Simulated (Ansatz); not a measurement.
**How the equilibrium volume per atom of hcp Au (model structure) moves with the method**

No measured value is used here.

**Question.** Put these levels in order of the equilibrium volume per atom that they give for hcp Au (model structure), smallest first: LDA (Ansatz, a quantum-chemistry and plane-wave program), PBEsol (Ansatz), r²SCAN (Ansatz).

**Answer.** LDA (16.59 Å³/atom), PBEsol (17.03 Å³/atom), r²SCAN (17.58 Å³/atom)

Density-functional levels without +SOC have no spin–orbit coupling. Ansatz's density-functional and Hartree–Fock values are scalar-relativistic unless marked +SOC, with PAW data made under PBE.

A model structure was made by putting elements into a prototype or built by hand; it is no filed structure, need not be a known phase, and can be a saddle point held by its symmetry.
